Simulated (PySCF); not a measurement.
Where the electron goes

Compound: difluorosilane, F2H2Si.
Structure used (PBE0-D3(BJ)/def2-SVP), in Å, numbered top down from 1:
```xyz
5
F2H2Si angstrom
F     -1.257   -0.941   -0.120
Si     0.000    0.061    0.000
F      1.345   -0.820   -0.117
H     -0.027    0.696    1.336
H     -0.045    1.010   -1.134
```

Method: PySCF 2.14.0, density-fitted response routines, TDDFT wB97X-D/def2-SVPD, vertical, gas phase, core orbitals frozen in the response.

Kohn–Sham orbitals with the atoms that hold most of them (Löwdin shares over 4%, at most four atoms; ? is withheld):

| orbital | ε (eV) | atoms |
| --- | --- | --- |
| HOMO-3 | -14.58 | F1 47%, F3 47%, Si2 6% |
| HOMO-2 | -14.25 | F1 49%, F3 48% |
| HOMO-1 | -13.94 | ? |
| HOMO | -11.97 | ? |
| LUMO | 1.98 | Si2 42%, H5 16%, H4 16%, F1 12% |
| LUMO+1 | 2.03 | Si2 57%, H5 12%, H4 12%, F3 10% |
| LUMO+2 | 2.58 | Si2 57%, H5 15%, H4 14%, F1 7% |

(1) Give the leading atoms of the HOMO-1.

(2) Which atoms hold the HOMO, and with what shares?

(3) The HOMO–LUMO gap is 13.95 eV. Where does the response calculation put the lowest singlet, and from which orbitals?

(4) Give energy, strength and leading configuration of S1, S2 and S4, and follow the Löwdin shares of the leading atoms from the occupied to the empty orbital.

Answers

(1) F1 (bonded to Si) 26%; F3 (bonded to Si) 26%; Si2 (bonded to 2 F and 2 H) 24%; H5 (bonded to Si) 12%. By element: fluorine 52%, silicon 24%, hydrogen 12% or more.

(2) Si2 (bonded to 2 F and 2 H) 32%; H4 (bonded to Si) 22%; H5 (bonded to Si) 22%; F3 (bonded to Si) 11%. By element: hydrogen 45%, silicon 32%, fluorine 11% or more.

(3) S1 is at 8.65 eV (f = 0.0000), 5.30 eV below the gap, made of HOMO→LUMO (99%). 

(4) 
- S1 (8.65 eV, f 0.0000), HOMO→LUMO (99%): Si2 32% → 42%, H4 22% → 16%, H5 22% → 16%
- S2 (8.97 eV, f 0.041), HOMO→LUMO+1 (87%): Si2 32% → 57%, H4 22% → 12%, H5 22% → 12%
- S4 (10.90 eV, f 0.070), HOMO-1→LUMO (74%): F1 26% → 12%, F3 26% → at most 13%, Si2 24% → 42%, H5 12% → 16%

The run took 10 s wall on Intel Xeon at 2.50 GHz, one thread, on a shared host, and the process peaked at 0.38 GiB of memory.
